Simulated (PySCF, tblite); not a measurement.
## A complex of 4 × water

A gas-phase complex of 4 × water; neutral, singlet. The structure comes from a short search (6 tight-binding starts) and was relaxed by PBE0-D3(BJ)/def2-SVPD; another way of binding may lie lower. No frequency run checks that it is a minimum.

```json
{"part": "1", "name": "water", "SMILES": "O", "atoms": "1–3", "charge": "0", "multiplicity": "1"}
{"part": "2", "name": "water", "SMILES": "O", "atoms": "4–6", "charge": "0", "multiplicity": "1"}
{"part": "3", "name": "water", "SMILES": "O", "atoms": "7–9", "charge": "0", "multiplicity": "1"}
{"part": "4", "name": "water", "SMILES": "O", "atoms": "10–12", "charge": "0", "multiplicity": "1"}
```

Coordinates in Å:
```
O1     -0.108    0.851    0.759
H2     -0.759    0.295    1.249
H3      0.748    0.439    0.892
O4     -3.187   -0.897   -0.658
H5     -2.589   -0.263   -1.123
H6     -3.167   -1.706   -1.174
O7     -2.029   -0.736    1.760
H8     -2.535   -0.892    0.927
H9     -2.667   -0.433    2.409
O10    -1.347    0.803   -1.622
H11    -1.554    1.698   -1.900
H12    -0.791    0.888   -0.811
```

| contact | kind (by geometry) | distance (Å) | angle (°) |
| --- | --- | --- | --- |
| H5···O10 | hydrogen bond | 1.711 | 168 |
| H12···O1 | hydrogen bond | 1.712 | 168 |
| H2···O7 | hydrogen bond | 1.713 | 168 |
| H8···O4 | hydrogen bond | 1.713 | 167 |

Interaction energies are complex less parts, with the parts frozen as they stand in it; counterpoise-corrected, in kcal/mol (PySCF).

(1) How strongly do the parts interact, level by level?

(2) What holds them together? Decompose the wB97M-D3(BJ)/def2-TZVPD energy: frozen parts, their antisymmetrised product, then relaxation.

(3) Are the pair energies additive?

The parts were also relaxed and run alone, at the levels used for the complex: shieldings by PBE0/pcSseg-2; core levels by delta-SCF with SCAN, pcX-2 on the ionised atom and pcseg-1 elsewhere, spin-free X2C.

Values alone: O4–H5 bond (Å): 0.961; shielding of H5 (ppm): 30.85; shielding of O10 (ppm): 328.9; shielding of H12 (ppm): 30.85; shielding of O1 (ppm): 328.9; O4 1s core level (eV): 539.76.

(4) What does binding change?

## Answers

(1) 
| level | interaction | superposition error removed |
| --- | --- | --- |
| wB97M-D3(BJ)/def2-TZVPD | -28.87 | -0.39 |
| PBE0-D3(BJ)/def2-TZVPD | -31.49 | -0.38 |
| RI-MP2/def2-TZVPD | -26.45 | -2.62 |

(2) electrostatic -58.0, Pauli repulsion +65.4, orbital relaxation -33.2, dispersion correction -3.4 kcal/mol, which sum to the value before the counterpoise correction; the Pauli term holds the exchange-correlation of the frozen density too. Of the attraction, 61 % is electrostatic, 35 % is orbital relaxation, 4 % is dispersion correction.

(3) The pairs sum to -20.42 kcal/mol (1–2 -1.8, 1–3 -4.2, 1–4 -4.2, 2–3 -4.2, 2–4 -4.2, 3–4 -1.9); the rest of -8.45 is a many-body strengthening.

(4) 
```tsv
property	alone	in the complex	change
O4–H5 bond (Å)	0.961	0.987	+0.027
shielding of H5 (ppm)	30.85	23.48	-7.37
shielding of O10 (ppm)	328.9	303.0	-25.8
shielding of H12 (ppm)	30.85	23.46	-7.39
shielding of O1 (ppm)	328.9	303.0	-25.9
O4 1s core level (eV)	539.76	538.95	-0.81
```

The 5 runs behind this took 2.3 min in all, one thread each of AMD EPYC 9R45 96-Core on a shared host, launched as `OMP_NUM_THREADS=1 python cluster_run.py task.json out`.
